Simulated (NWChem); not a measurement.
## Total energies of F (+1)

```
F
```
Charge +1, spin multiplicity 3.

The numbers come from NWChem runs, not from measurements.

Basis set: cc-pVTZ (30 functions).

```json
[
 {"method": "UHF", "total energy (Ha)": "-98.83026"},
 {"method": "UMP2", "total energy (Ha)": "-98.97349"},
 {"method": "UB2PLYP", "total energy (Ha)": "-99.07323"},
 {"method": "UPBE", "total energy (Ha)": "-99.01595"},
 {"method": "UB3LYP", "total energy (Ha)": "-99.11393"},
 {"method": "ULC-wPBE (omega 0.3 per bohr)", "total energy (Ha)": "-99.03427"}
]
```

Total energies of different functionals aren't comparable as a measure of quality: only differences taken within one method are. 

The correlated methods keep 1 core orbital frozen. B3LYP has NWChem's definition, with VWN1-RPA local correlation. No SCF solution was tested for a lower state. Open-shell Hartree-Fock references start from PBE0 orbitals.
